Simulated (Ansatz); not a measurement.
We consider 2H-SiC, described by G0W0@PBE (hard PAW, contour deformation; Ansatz, a quantum-chemistry and plane-wave program).

The cell has the measured lattice parameters. Conventional cell: a = 3.0763 Å, b = 3.0763 Å, c = 5.0480 Å, α = 90.00°, β = 90.00°, γ = 120.00°.

The quasiparticle gap at Γ at a fixed k mesh 6×6×2:

```csv
response cutoff,value (eV)
"150 eV, 317 empty bands",5.876
"200 eV, 488 empty bands",5.917
"250 eV, 682 empty bands",5.939
"300 eV, 897 empty bands",5.951
```

Q: Taking the value to converge with the response cutoff E as E^(−3/2), extrapolate from the last two rows.

A: With y = y∞ + c/w and weights w = 3953 and 5196 for the last two rows, y∞ = (w2 y2 − w1 y1)/(w2 − w1) = (5196 × 5.951 − 3953 × 5.939)/1243 = 5.989 eV, which lies 0.038 beyond the last row. Successive pairs of rows give 5.993, 5.994, 5.989. The limit also hangs on the law assumed, so its last digits aren't firm.

The other settings are not extrapolated, so this is the limit in one setting alone.

At the last cutoff the smallest gap on this mesh is 3.23 eV, with an edge away from Γ.
